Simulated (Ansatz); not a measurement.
**[Br···H···H], doublet: transfer scan**

Starting geometry:

```xyz
3

Br    0.0000    0.0000   -1.2869
H     0.0000    0.0000    0.1337
H     0.0000    0.0000    1.1531
```

From there H2 is moved from one fragment to the other while all else, the fragments' distance too, stays fixed; atoms are numbered as listed. Energies are in kcal/mol, counted from the starting geometry at the same level.

Basis 6-31G (Cartesian d functions); Ansatz 0.2.0. Correlated methods freeze the noble-gas cores and the filled d shells of p-block atoms. Prefix R: restricted or restricted open-shell reference; prefix U: unrestricted. Active spaces: valence = (9e, 6o) chosen from the atoms' valence shells. No spin–orbit coupling is included, and no scalar relativity.

Runs in a small pair space aren't shown, since their orbitals change along the scan.

Full CI is exact within this basis and frozen core; it isn't the basis-set limit. The frozen core follows each run's orbitals, which can shift R against U totals by a few meV for light atoms and by up to 0.1 eV past Ca.

```
distance Br1-H2 (Å)  full CI  unpaired electrons (full CI)  error RHF  error RMP2  error UMP2  error BCCD(T)  error RCCSDT  error MRCISD (valence space)
              1.321      9.1                          1.01       -3.9        -1.0        -1.0            0.0           0.0                           0.0
              1.421      0.0                          1.01        0.0         0.0         0.0            0.0           0.0                           0.0
              1.460     -2.8                          1.01        1.5         0.2         0.4            0.0           0.0                           0.0
              1.499     -5.4                          1.01        2.7         0.2         0.7            0.0           0.0                           0.0
              1.538     -8.0                          1.01        3.1         0.3         0.8            0.0           0.0                           0.0
              1.577    -10.5                          1.01        2.6         0.6         0.8            0.0           0.0                           0.0
              1.617    -12.8                          1.01        1.5         0.7         0.7            0.0           0.0                           0.1
              1.656    -14.7                          1.01        0.2         0.6         0.5            0.0           0.0                           0.1
              1.695    -16.0                          1.01       -1.1         0.4         0.2            0.0           0.0                           0.1
```

Unpaired electrons are Σ n²(2−n)² over natural occupations. Errors are those of relative energies. In total energy the starting point itself misses full CI by: RHF 41.5, RMP2 8.5, UMP2 8.2, BCCD(T) 0.1, RCCSDT 0.0, MRCISD (valence space) 0.8 kcal/mol.

Spread of the error over the points with a reference, to 1.695 Å (largest less smallest): RCCSDT 0.0, BCCD(T) 0.0, MRCISD (valence space) 0.1, RMP2 1.7, UMP2 1.8, RHF 6.9 kcal/mol.
